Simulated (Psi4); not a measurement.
Reaction (SMILES): C#N (CH-N) + H+ → C#[NH+]
B3LYP-D3(BJ)/def2-TZVP geometries, fixed; electronic energies without zero-point terms; positive where energy is released.
Largest species:
```xyz
4

C      0.0000     0.0000    -0.5980
N      0.0000     0.0000     0.5315
H      0.0000     0.0000    -1.6793
H      0.0000     0.0000     1.5473
```
Charge +1, spin multiplicity 1.

Basis-set convergence of the proton affinity at B3LYP with Psi4. Cartesian d functions, on some or all atoms, in 6-31G*, 6-31+G*; all else is spherical. Density fitting with the program's default auxiliary sets. Psi4's default fitting sets serve the pcseg sets less well. The proton sits at the site shown, which need not be the one that binds it best. No added dispersion term, no relativity. Functions are those of the species that has most. Reference: the value in aug-cc-pVQZ, 176.40 kcal/mol, itself unsure by roughly 0.03 kcal/mol (its mean distance from cc-pV5Z, def2-QZVPPD, def2-QZVPP). Deviations are taken from unrounded values.

```json
[
 {"basis": "6-31G*", "functions": "34", "proton affinity (kcal/mol)": "176.02"},
 {"basis": "6-31+G*", "functions": "42", "proton affinity (kcal/mol)": "172.78"},
 {"basis": "cc-pVDZ", "functions": "38", "proton affinity (kcal/mol)": "175.97"},
 {"basis": "aug-cc-pVDZ", "functions": "64", "proton affinity (kcal/mol)": "174.31"},
 {"basis": "def2-SVP", "functions": "38", "proton affinity (kcal/mol)": "178.30"},
 {"basis": "def2-SVPD", "functions": "56", "proton affinity (kcal/mol)": "176.80"},
 {"basis": "pcseg-1", "functions": "38", "proton affinity (kcal/mol)": "173.71"},
 {"basis": "aug-pcseg-1", "functions": "64", "proton affinity (kcal/mol)": "173.81"},
 {"basis": "6-311G**", "functions": "48", "proton affinity (kcal/mol)": "176.41"},
 {"basis": "6-311+G**", "functions": "56", "proton affinity (kcal/mol)": "175.04"},
 {"basis": "def2-TZVP", "functions": "74", "proton affinity (kcal/mol)": "175.99"},
 {"basis": "def2-TZVPD", "functions": "92", "proton affinity (kcal/mol)": "175.93"},
 {"basis": "cc-pVTZ", "functions": "88", "proton affinity (kcal/mol)": "176.72"},
 {"basis": "aug-cc-pVTZ", "functions": "138", "proton affinity (kcal/mol)": "176.21"},
 {"basis": "pcseg-2", "functions": "88", "proton affinity (kcal/mol)": "176.45"},
 {"basis": "aug-pcseg-2", "functions": "138", "proton affinity (kcal/mol)": "176.39"},
 {"basis": "def2-TZVPP", "functions": "90", "proton affinity (kcal/mol)": "176.49"},
 {"basis": "def2-TZVPPD", "functions": "108", "proton affinity (kcal/mol)": "176.38"},
 {"basis": "cc-pVQZ", "functions": "170", "proton affinity (kcal/mol)": "176.54"},
 {"basis": "aug-cc-pVQZ", "functions": "252", "proton affinity (kcal/mol)": "176.40"},
 {"basis": "def2-QZVPP", "functions": "174", "proton affinity (kcal/mol)": "176.44"},
 {"basis": "def2-QZVPPD", "functions": "192", "proton affinity (kcal/mol)": "176.41"},
 {"basis": "pcseg-3", "functions": "186", "proton affinity (kcal/mol)": "176.44"},
 {"basis": "aug-pcseg-3", "functions": "268", "proton affinity (kcal/mol)": "176.44"}
]
```

What the diffuse functions change, pair by pair:
- 6-31G* to 6-31+G*: 8 more functions, deviation -0.38 to -3.62 kcal/mol
- cc-pVDZ to aug-cc-pVDZ: 26 more functions, deviation -0.43 to -2.09 kcal/mol
- def2-SVP to def2-SVPD: 18 more functions, deviation 1.90 to 0.40 kcal/mol
- pcseg-1 to aug-pcseg-1: 26 more functions, deviation -2.69 to -2.59 kcal/mol
- 6-311G** to 6-311+G**: 8 more functions, deviation 0.02 to -1.36 kcal/mol
- def2-TZVP to def2-TZVPD: 18 more functions, deviation -0.41 to -0.47 kcal/mol
- cc-pVTZ to aug-cc-pVTZ: 50 more functions, deviation 0.32 to -0.19 kcal/mol
- pcseg-2 to aug-pcseg-2: 50 more functions, deviation 0.05 to -0.01 kcal/mol
- def2-TZVPP to def2-TZVPPD: 18 more functions, deviation 0.09 to -0.01 kcal/mol
- cc-pVQZ to aug-cc-pVQZ: 82 more functions, deviation 0.14 to 0.00 kcal/mol
- def2-QZVPP to def2-QZVPPD: 18 more functions, deviation 0.04 to 0.01 kcal/mol
- pcseg-3 to aug-pcseg-3: 82 more functions, deviation 0.04 to 0.04 kcal/mol

Leaving out the reference's own pair, they bring the value nearer the reference by more than 0.03 kcal/mol in 5 of 11 pairs.
